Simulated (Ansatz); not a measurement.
Input for Ansatz (development build ahead of 0.2.0):

```yaml
crystal:
  periodic: [false, false, false]
  atoms:
    - { symbol: C, position_ang: [0.67961, 0.63185, 0.73632] }
    - { symbol: C, position_ang: [-0.12394, -0.13969, -0.16482] }
    - { symbol: "N", position_ang: [-0.81791, -0.77952, -0.88994] }
    - { symbol: H, position_ang: [0.97694, 1.57137, 0.26639] }
    - { symbol: H, position_ang: [0.01371, 0.85159, 1.58934] }
    - { symbol: H, position_ang: [1.52221, 0.03479, 1.0911] }
basis:
  gaussian: { orbitals: def2-SVP }
total_charge: 1
magnetization:
  spin_polarized: true
  initial_magnetization: 1
hamiltonian:
  xc: hf
output:
  forces: true
```

The input is written out in the form of the current development build from the run's settings.

Results

```json
{
 "Converged": "yes",
 "Total energy": "-131.42195 hartree",
 "Spin squared of the determinant": "0.769",
 "Stability test": "minimum"
}
```

Forces (eV/Å):
```
atom      Fx      Fy      Fz
  C1   0.003   0.000   0.002
  C2  -0.008   0.001   0.008
  N3   0.001   0.000  -0.005
  H4   0.002   0.000  -0.002
  H5  -0.005  -0.003  -0.003
  H6   0.006   0.002   0.001
```
